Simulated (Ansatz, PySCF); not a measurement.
Bond stretch in NH, triplet.

Methods: ROCCSD(T) = CCSD(T) on ROHF/def2-TZVP, frozen core (Ansatz, a first-principles code); UHF/def2-TZVP (Ansatz); UKS-B3LYP/6-31G* = unrestricted B3LYP/6-31G*, spherical d in PySCF; UKS-CAM-B3LYP = unrestricted CAM-B3LYP/def2-TZVP (Ansatz).

Energies are in kcal/mol, each relative to the lowest point of its own curve near equilibrium.

| R / Å | ROCCSD(T) | UHF | UKS-B3LYP/6-31G* | UKS-CAM-B3LYP |
|---|---|---|---|---|
| 0.84 | 27.6 | 24.3 | 29.5 | 27.1 |
| 0.90 | 11.8 | 9.4 | 12.8 | 11.5 |
| 0.94 | 5.5 | 3.8 | 6.2 | 5.3 |
| 0.99 | 1.3 | 0.5 | 1.6 | 1.2 |
| 1.01 | 0.5 | 0.0 | 0.6 | 0.4 |
| 1.04 | 0.0 | 0.1 | 0.0 | 0.0 |
| 1.09 | 0.8 | 1.9 | 0.6 | 1.0 |
| 1.15 | 3.8 | 6.1 | 3.5 | 4.2 |
| 1.20 | 7.4 | 10.7 | 7.0 | 8.0 |
| 1.28 | 14.5 | 19.2 | 14.0 | 15.6 |
| 1.42 | 28.3 | 33.6 | 28.1 | 30.8 |
| 1.55 | 40.6 | 42.3 | 41.2 | 44.9 |
| 1.73 | 54.9 | 47.9 | 56.7 | 60.9 |
| 1.87 | 63.1 | 49.7 | 65.4 | 69.3 |
| 2.07 | — | 50.6 | 73.4 | 76.6 |
| 2.26 | — | 50.7 | 77.7 | 80.5 |
| 2.55 | — | 50.6 | 81.2 | 83.4 |
| 2.85 | — | 50.5 | 82.8 | 84.8 |
| 3.13 | — | 50.4 | 83.5 | 85.5 |
| 3.65 | — | 50.4 | 84.1 | 86.0 |
| 4.11 | — | 50.4 | 84.2 | 86.1 |

At the longest distance, 4.11 Å, UKS-CAM-B3LYP lies highest above its minimum (86.1 kcal/mol) and UHF lowest (50.4 kcal/mol).

A dash means that the run gave no value there, or that the column was ended at a point which the program doubted or which failed a test of continuity chosen for this set; such a test can also cut sound points.

The T1 diagnostic of CCSD on the restricted reference of ROCCSD(T) exceeds 0.045 at 1.73 to 2.26 Å. The unrestricted determinant behind UHF is spin-contaminated at 1.42 to 4.11 Å (<S²> up to 3.0, against 2.00 for a pure triplet). The unrestricted determinant behind UKS-B3LYP/6-31G*, UKS-CAM-B3LYP is spin-contaminated at 1.73 to 4.11 Å (<S²> up to 3.0, against 2.00 for a pure triplet).
